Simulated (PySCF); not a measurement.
Species: NH3.
SMILES: `N`

Theory: PBE0-D3(BJ)/def2-SVP geometry optimisation, gas phase in PySCF 2.14.0.

Take the most abundant isotopes and a rigid rotor. 

(1) Give the principal moments of inertia and the rotational constants in MHz.

(2) What kind of rotor is it?

(3) What does the inertial defect say?

(4) Where do the R-branch lines fall?

(5) Estimate the classical rotational partition function at 100 K and 200 K.

Results:

(1) Ia = 1.73, Ib = 1.73, Ic = 2.65 u·Å²; 505379 MHz·u·Å²/I gives A = 291950, B = 291930, C = 190844 MHz.

(2) An oblate symmetric top, as the point group C3v requires two equal moments; the computed ones differ by 0.01 % because the geometry is symmetric only within the optimiser's tolerance. Ray's parameter κ = (2B − A − C)/(A − C) = 1.000; −1 is the prolate and +1 the oblate limit.

(3) Not planar: Δ = Ic − Ia − Ib = -0.81 u·Å². For a rigid frame Δ = −2 Σ m c², so Σ m c² = 0.41 u·Å² lies off the ab plane: 0.33 from hydrogen and 0.07 from heavier atoms. The atom farthest from that plane is 0.33 Å away.

(4) The dipole of 1.79 D lies along the symmetry axis, so ΔK = 0 and J+1 ← J falls at 2B(J+1) for every K: 583.88 GHz, 1167.76 GHz, 1751.64 GHz, 2335.52 GHz, 2919.40 GHz for J = 0 to 4. Inversion tunnelling, which a rigid rotor lacks, splits the real lines of ammonia.

(5) Point group C3v, symmetry number σ = 3; q = (√π/σ)·√((kT/h)³/(ABC)), k/h = 20836.6 MHz/K: 13.9 at 100 K, 39.4 at 200 K.

No frequency check. These are rigid-rotor constants of the computed structure; measured ground-state constants (B0) also hold zero-point vibration.
